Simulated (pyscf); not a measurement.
PySCF, gas phase, ωB97X-D3(BJ)/def2-SVP geometries.

Question: For the elementary gas-phase step HF (SMILES F) + HO–Si•(F)–F (SMILES O[Si](F)F) → F–Si•(F)–F (SMILES F[Si](F)F) + H₂O (SMILES O) (doublet surface; F–H, O–Si broken, F–Si, H–O formed), what barrier and reaction energy does ωB97M-D3(BJ)/def2-TZVP give, measured from the separated reactants?

Answer: ΔE‡ = 9.9 kcal/mol, ΔE = -8.0 kcal/mol. Zero-point energy shifts the barrier by +0.8 kcal/mol. It is a four-centre exchange, with an imaginary mode of 813i cm⁻¹. On the reactant side the descent ends in a complex, 4.1 kcal/mol under the separated species and 14.9 kcal/mol under the saddle at ωB97X-D3(BJ)/def2-TZVP. One saddle was located; it need not be the lowest between these sides.
